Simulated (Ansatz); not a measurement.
# BClHS: the cost of one run

Method: UKS PBE0/def2-SVP, in Ansatz 0.2.0.

## Step 1: The starting structure

Bond lengths: S1–B2 1.942 Å, B2–Cl3 1.863 Å, S1–H4 1.464 Å. Angles: S1–B2–Cl3 121.5°, B2–S1–H4 91.0°.

Structure file:

```xyz
4

S     0.7076   -1.0733    0.3769
B    -0.4237   -0.0237   -0.8020
Cl   -1.8495    0.9791   -0.1455
H     1.6211    0.0576    0.5503
```

## Step 2: Relaxing the start

input.yaml

```yaml
crystal:
  periodic: [false, false, false]
  atoms:
    - { symbol: S, position_ang: [0.7076, -1.0733, 0.3769] }
    - { symbol: B, position_ang: [-0.4237, -0.0237, -0.802] }
    - { symbol: Cl, position_ang: [-1.8495, 0.9791, -0.1455] }
    - { symbol: H, position_ang: [1.6211, 0.0576, 0.5503] }
magnetization:
  spin_polarized: true
  initial_magnetization: 1
basis:
  gaussian: { orbitals: def2-SVP }
hamiltonian:
  xc: pbe0
relax:
  f_tol: 0.02
  max_steps: 40
```

Launch:

```
$ ansatz run input.yaml --threads 1 --pin off --max-ram 2048MiB --backend cpu --events-out ev --progress --plain --runs-dir out
```

What time and memory should one allow on 1 thread of AMD EPYC 7R43 (Zen 3), shared host?

About 31 s, with a peak of 0.15 GiB.
